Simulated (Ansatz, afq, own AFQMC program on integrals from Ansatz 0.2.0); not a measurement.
## Ge2H7, doublet in cc-pVDZ, levels against AFQMC with the constraint released

```tsv
atom	x (Å)	y (Å)	z (Å)
Ge	-1.7181	0.0000	0.0000
H	-2.2296	1.4466	0.0000
H	-2.2296	-0.7233	1.2528
H	-2.2296	-0.7233	-1.2528
H	-0.0771	0.0000	0.0000
Ge	1.7209	0.0000	0.0000
H	2.1895	-1.4659	0.0000
H	2.1895	0.7330	-1.2695
H	2.1895	0.7330	1.2695
```

Basis cc-pVDZ. Noble-gas cores (and the filled d shells of Ga–Kr and In–Xe) are frozen. Ansatz 0.2.0 and our own AFQMC program on the same integrals; the CISD trial comes from CCSD amplitudes, and released means the phaseless constraint is let go. ± is one standard error of the sampling. No spin–orbit coupling.

Determinant: UHF, the one that the program's search chose, which needn't be the lowest solution. The geometry is a point of a scan.

No full CI on the walks' own integrals is used here. The released AFQMC energy serves as the reference, which it does only where one determinant dominates, the energy is flat over the last release times and near the phaseless one (40 meV or 2 meV an electron, half that with transition metals). On small molecules, where full CI could be run and the noise was under 10 meV, such values lay within 10 meV of it in 19 cases of 20, a flattering rate, since the rule was set on those same cases; what remains of the bias isn't in the error bar.

Cautions: no relativity below Rb; no spin-orbit coupling; inner d shell frozen; the released value is read at 1.50 1/Eh (meV from the phaseless value at times in 1/Eh: -1 ± 3 at 0.24, -3 ± 3 at 0.51, -3 ± 3 at 0.99, -6 ± 4 at 1.50).

The T1 diagnostic is 0.0121. The weight of the determinant in the CISD state is 0.856. The ⟨S²⟩ of the determinant is 0.768. The size of the correlated space is 15 electrons in 61 orbitals.

```
  level  correlation energy (eV)
    MP2                  -5.8728
   CCSD                  -7.3629
CCSD(T)                  -7.5194
```

Estimate where AFQMC with the constraint released lies against CCSD(T) on the same integrals.

1.45 ± 0.14 mEh below CCSD(T).

Reference: AFQMC with the constraint released, correlation energy -7.559 ± 0.004 eV.

```
        level  E − E(reference) (mEh)  share of correlation (%)
      CCSD(T)             1.45 ± 0.14                     99.48
ph-AFQMC/CISD             0.22 ± 0.17                     99.92
```

A walk keeps the symmetry of its determinant, which the program's search chose and which needn't be the lowest solution, so a lower state of the same spin and another symmetry isn't excluded. Released energies are given only where the last usable release times agree within the noise; a slower fall can still hide under it.
